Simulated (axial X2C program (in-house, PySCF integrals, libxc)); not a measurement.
Potential curves of LiB⁻, spin-free

Computed with an axial X2C code built on PySCF integrals. Spin-free means the one-electron spin-free X2C Hamiltonian. Basis: B dyall-av3z [8s7p3d2f], Li dyall-av3z [9s9p3d] (cores contracted in-house); Gaussian nuclei, density fitting, unrestricted open shells. Masses: B 11.009 u, Li 7.016 u.

State: M_S = 3/2, Λ = 1 (beyond evenly filled blocks: 2 × σα, π+α). Energies in eV from the lowest point of each curve. Fits are polynomials in 1 − R0/R over 0.85 to 1.23 times the lowest point R0.

```json
{"R (Å)": "1.9662", "BP86": "0.1692", "HF": "0.1807", "CCSD(T)": "", "MP2": "0.1825"}
{"R (Å)": "2.0566", "BP86": "0.0696", "HF": "0.0725", "CCSD(T)": "0.0755", "MP2": "0.0754"}
{"R (Å)": "2.1244", "BP86": "0.0269", "HF": "0.0267", "CCSD(T)": "0.0297", "MP2": "0.0292"}
{"R (Å)": "2.1922", "BP86": "0.0053", "HF": "0.0042", "CCSD(T)": "0.0061", "MP2": "0.0057"}
{"R (Å)": "2.2600", "BP86": "0.0000", "HF": "0.0000", "CCSD(T)": "0.0000", "MP2": "0.0000"}
{"R (Å)": "2.3391", "BP86": "0.0097", "HF": "0.0129", "CCSD(T)": "0.0098", "MP2": "0.0106"}
{"R (Å)": "2.4182", "BP86": "0.0321", "HF": "0.0400", "CCSD(T)": "0.0332", "MP2": "0.0352"}
{"R (Å)": "2.5199", "BP86": "0.0737", "HF": "0.0896", "CCSD(T)": "0.0774", "MP2": "0.0812"}
{"R (Å)": "2.6442", "BP86": "0.1367", "HF": "0.1641", "CCSD(T)": "", "MP2": "0.1515"}
{"R (Å)": "2.8250", "BP86": "0.2390", "HF": "0.2852", "CCSD(T)": "", "MP2": "0.2671"}
```

Correlated methods: 5 electrons correlated (number of frozen shells: B 1 s; Li 1 s), 199 virtual spin orbitals or spinors in MP2.

The state is a single determinant with fixed occupations, the lowest that a limited PBE0 search found. CCSD and (T) use frozen natural virtuals with an MP2 correction for the truncation; (T) itself is uncorrected, so its De runs slightly low. PBE0 can misorder states that lie within some tenths of an eV, so this need not be the ground state of the molecule. The nearest other spin-free determinant of the search, M_S = 3/2, Λ = 0, lies 0.06 eV up at the distance of the search. The functionals have no current-density term, which raises determinants with orbital currents, atoms included. The spin of this state cannot come from the lowest atoms; the curve heads to a higher limit, and no De is given. At some level and bond length an empty orbital lies below a filled one. The highest occupied level of some functionals is positive through self-interaction error; at Hartree–Fock it is bound. Coupled cluster ran on the points near the minimum only. MP2 and coupled cluster on one determinant become unreliable at the stretched end.

(1) What are Re and ωe at the BP86 level?

(2) Fit the HF curve near its minimum: give the equilibrium distance and the harmonic wavenumber.

(3) Fit the CCSD(T) curve near its minimum: give the equilibrium distance and the harmonic wavenumber.

(4) Fit the MP2 curve near its minimum: give the equilibrium distance and the harmonic wavenumber.

## Answers

(1) At BP86, spin-free: Re = 2.251 Å, ωe ≈ 425 cm⁻¹; Be follows as 0.776 cm⁻¹.

(2) At HF, spin-free: Re = 2.244 Å, ωe ≈ 456 cm⁻¹; Be follows as 0.782 cm⁻¹.

(3) At CCSD(T), spin-free: Re = 2.254 Å, ωe ≈ 437 cm⁻¹; Be follows as 0.774 cm⁻¹.

(4) At MP2, spin-free: Re = 2.251 Å, ωe ≈ 444 cm⁻¹; Be follows as 0.776 cm⁻¹.
